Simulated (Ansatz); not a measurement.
fcc Ag was calculated with r²SCAN in Ansatz (plane waves, PAW).

A relaxed, unreconstructed slab of the (211) face has 24 atoms, two equal faces of 20.632 Å² each and an energy of -182492.0120 eV. A bulk cell of 6 atoms with the same orientation and in-plane k mesh has -45623.6723 eV. Energies are extrapolated to zero smearing.

Numerical settings: plane-wave cutoff 500 eV, 8×20×1 k mesh (along the axes of the cell as run), Fermi–Dirac smearing 0.1 eV, scalar-relativistic PAW data made under PBE.

Worked out: γ = (E_slab − N E_bulk per atom)/2A = [-182492.0120 − 24 × (-45623.6723/6)]/(2 × 20.632) = 0.0649 eV/Å². With 16.022 J/m² per eV/Å² this is 1.04 J/m², or 1.34 eV per surface cell and face.

Ansatz is a quantum-chemistry and plane-wave program.
